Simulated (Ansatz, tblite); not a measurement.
Ladder of methods for the band gap of rock-salt SrO

Reference value: 5.63 eV (measured, zero-point renormalisation of 326 meV (computed, non-adiabatic AHC, without the lattice-expansion part) added back here to the 80 K gap 5.3 eV; inputs from Miglio et al. (2020), arXiv:2011.12765).

```tsv
level (code)	value (eV)	cell (Å³/atom)	error (eV)
GFN2-xTB (tblite)	0.47	13.18	-5.16
PBE (Ansatz)	3.32	17.17	-2.31
PBE-D3(BJ) (Ansatz)	3.32	17.07	-2.31
r²SCAN+SOC (Ansatz)	3.78 (indirect)	17.17	-1.85
r²SCANh (Ansatz)	4.61	17.08	-1.02
Hartree–Fock (Ansatz)	12.86	17.17	+7.23
G0W0@PBE (Ansatz)	5.30	17.17	-0.33
```

Leaving aside GFN2-xTB (doubt noted below): Closest of the ranked levels: G0W0@PBE (-0.33 eV). Among them Hartree–Fock (+7.23 eV) misses by most. Of the ranked levels only G0W0@PBE lands within 0.5 eV.

Semilocal Kohn–Sham gaps run low as a rule, and all computed gaps are for a static lattice, while measured ones hold electron–phonon shifts unless said otherwise. Levels without +SOC have no spin–orbit coupling; where heavier elements are present it shifts gaps, mostly down, and can invert bands.  GFN2-xTB, PBE-D3(BJ): the gap is read on the k mesh or supercell of the run alone and can be too large. GFN2-xTB: the cell moved over 20 % in volume from its start. GFN2-xTB: the method was fitted mainly to molecules. Values are at the measured cell; GFN2-xTB at the level's own relaxed cell; PBE-D3(BJ) at the level's own equilibrium cell; r²SCANh at the level's own equilibrium cell. Cutoffs and k meshes differ between the levels. Ansatz's density-functional and Hartree–Fock values are scalar-relativistic unless marked +SOC, with PAW data made under PBE.

Differences are worked out from the printed values.

Ansatz is a program for electronic structure.
